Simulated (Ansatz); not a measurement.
Scan of H₂Si, singlet: symmetric bend, bond length relaxed. Scanned: H-Si-H angle. Other coordinates (Si-H bond length) were minimised at B3LYP/def2-TZVP.

Levels of theory: RKS-PBE/aug-cc-pVDZ = Ansatz (a program for electronic structure) with restricted PBE/aug-cc-pVDZ; RKS-PBE0/aug-cc-pVDZ = restricted PBE0/aug-cc-pVDZ (Ansatz); FCI/aug-cc-pVDZ = full CI/aug-cc-pVDZ, frozen core run with Ansatz.

Energies relative to the lowest point of each profile, in kJ/mol; the last columns give the error against full CI:

```json
[
 {"a / °": "180", "RKS-PBE/aug-cc-pVDZ": "275.2", "RKS-PBE0/aug-cc-pVDZ": "282.0", "FCI/aug-cc-pVDZ": "268.8", "RKS-PBE/aug-cc-pVDZ − FCI/aug-cc-pVDZ": "6.4", "RKS-PBE0/aug-cc-pVDZ − FCI/aug-cc-pVDZ": "13.2"},
 {"a / °": "170.09", "RKS-PBE/aug-cc-pVDZ": "261.9", "RKS-PBE0/aug-cc-pVDZ": "268.1", "FCI/aug-cc-pVDZ": "257.4", "RKS-PBE/aug-cc-pVDZ − FCI/aug-cc-pVDZ": "4.5", "RKS-PBE0/aug-cc-pVDZ − FCI/aug-cc-pVDZ": "10.7"},
 {"a / °": "157.76", "RKS-PBE/aug-cc-pVDZ": "213.7", "RKS-PBE0/aug-cc-pVDZ": "218.6", "FCI/aug-cc-pVDZ": "210.8", "RKS-PBE/aug-cc-pVDZ − FCI/aug-cc-pVDZ": "2.9", "RKS-PBE0/aug-cc-pVDZ − FCI/aug-cc-pVDZ": "7.8"},
 {"a / °": "149.87", "RKS-PBE/aug-cc-pVDZ": "174.1", "RKS-PBE0/aug-cc-pVDZ": "178.2", "FCI/aug-cc-pVDZ": "171.6", "RKS-PBE/aug-cc-pVDZ − FCI/aug-cc-pVDZ": "2.6", "RKS-PBE0/aug-cc-pVDZ − FCI/aug-cc-pVDZ": "6.6"},
 {"a / °": "140.66", "RKS-PBE/aug-cc-pVDZ": "128.8", "RKS-PBE0/aug-cc-pVDZ": "131.6", "FCI/aug-cc-pVDZ": "126.4", "RKS-PBE/aug-cc-pVDZ − FCI/aug-cc-pVDZ": "2.4", "RKS-PBE0/aug-cc-pVDZ − FCI/aug-cc-pVDZ": "5.1"},
 {"a / °": "129.28", "RKS-PBE/aug-cc-pVDZ": "79.7", "RKS-PBE0/aug-cc-pVDZ": "80.8", "FCI/aug-cc-pVDZ": "77.3", "RKS-PBE/aug-cc-pVDZ − FCI/aug-cc-pVDZ": "2.4", "RKS-PBE0/aug-cc-pVDZ − FCI/aug-cc-pVDZ": "3.5"},
 {"a / °": "120.29", "RKS-PBE/aug-cc-pVDZ": "48.0", "RKS-PBE0/aug-cc-pVDZ": "48.2", "FCI/aug-cc-pVDZ": "45.7", "RKS-PBE/aug-cc-pVDZ − FCI/aug-cc-pVDZ": "2.4", "RKS-PBE0/aug-cc-pVDZ − FCI/aug-cc-pVDZ": "2.5"},
 {"a / °": "108.38", "RKS-PBE/aug-cc-pVDZ": "17.7", "RKS-PBE0/aug-cc-pVDZ": "17.1", "FCI/aug-cc-pVDZ": "15.5", "RKS-PBE/aug-cc-pVDZ − FCI/aug-cc-pVDZ": "2.1", "RKS-PBE0/aug-cc-pVDZ − FCI/aug-cc-pVDZ": "1.6"},
 {"a / °": "100.28", "RKS-PBE/aug-cc-pVDZ": "5.2", "RKS-PBE0/aug-cc-pVDZ": "4.6", "FCI/aug-cc-pVDZ": "3.6", "RKS-PBE/aug-cc-pVDZ − FCI/aug-cc-pVDZ": "1.6", "RKS-PBE0/aug-cc-pVDZ − FCI/aug-cc-pVDZ": "1.0"},
 {"a / °": "89.10", "RKS-PBE/aug-cc-pVDZ": "0.0", "RKS-PBE0/aug-cc-pVDZ": "0.0", "FCI/aug-cc-pVDZ": "0.0", "RKS-PBE/aug-cc-pVDZ − FCI/aug-cc-pVDZ": "0.0", "RKS-PBE0/aug-cc-pVDZ − FCI/aug-cc-pVDZ": "0.0"},
 {"a / °": "81.01", "RKS-PBE/aug-cc-pVDZ": "5.4", "RKS-PBE0/aug-cc-pVDZ": "6.4", "FCI/aug-cc-pVDZ": "7.5", "RKS-PBE/aug-cc-pVDZ − FCI/aug-cc-pVDZ": "-2.1", "RKS-PBE0/aug-cc-pVDZ − FCI/aug-cc-pVDZ": "-1.1"},
 {"a / °": "70.52", "RKS-PBE/aug-cc-pVDZ": "24.2", "RKS-PBE0/aug-cc-pVDZ": "27.3", "FCI/aug-cc-pVDZ": "30.2", "RKS-PBE/aug-cc-pVDZ − FCI/aug-cc-pVDZ": "-6.0", "RKS-PBE0/aug-cc-pVDZ − FCI/aug-cc-pVDZ": "-2.9"},
 {"a / °": "60", "RKS-PBE/aug-cc-pVDZ": "56.2", "RKS-PBE0/aug-cc-pVDZ": "62.2", "FCI/aug-cc-pVDZ": "67.0", "RKS-PBE/aug-cc-pVDZ − FCI/aug-cc-pVDZ": "-10.8", "RKS-PBE0/aug-cc-pVDZ − FCI/aug-cc-pVDZ": "-4.8"}
]
```

RKS-PBE/aug-cc-pVDZ is furthest from FCI/aug-cc-pVDZ at 60 (-10.8 kJ/mol, below); its mean absolute error over the points is 3.6 kJ/mol.

RKS-PBE0/aug-cc-pVDZ is furthest from FCI/aug-cc-pVDZ at 180 (13.2 kJ/mol, above); its mean absolute error over the points is 4.7 kJ/mol.
